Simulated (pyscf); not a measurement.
Structures and frequencies: ωB97X-D3(BJ)/def2-SVP in PySCF.

**Question.** PBE/def2-TZVP puts the barrier of H₂N–SiH(NH₂)–NH₂ + H• → •HN–SiH(NH₂)–NH₂ + H₂ (hydrogen abstraction; doublet surface; H–N broken, H–H formed) at 0.48 eV and the reaction energy at +0.43 eV, from the separated reactants. What do r²SCAN/def2-TZVP, M06-2X/def2-TZVP, ωB97M-D3(BJ)/def2-TZVP give on the same structures?

**Answer.** r²SCAN: ΔE‡ = 0.45 eV, ΔE = +0.26 eV; M06-2X: ΔE‡ = 0.85 eV, ΔE = +0.45 eV; ωB97M-D3(BJ): ΔE‡ = 0.75 eV, ΔE = +0.42 eV. PBE's barrier lies among them. Its reaction energy lies among theirs. The same reactants have a lower exit, to H₂N–Si•(NH₂)–NH₂ + H₂ (barrier +0.21 eV at ωB97M-D3(BJ)/def2-TZVP, against +0.75 eV here). •HN–SiH(NH₂)–NH₂ lies 0.71 eV over its isomer H₂N–Si•(NH₂)–NH₂ (electronic energy, ωB97M-D3(BJ)/def2-TZVP). One saddle was located; it need not be the lowest between these sides. The angle at the transferred H is 156°.
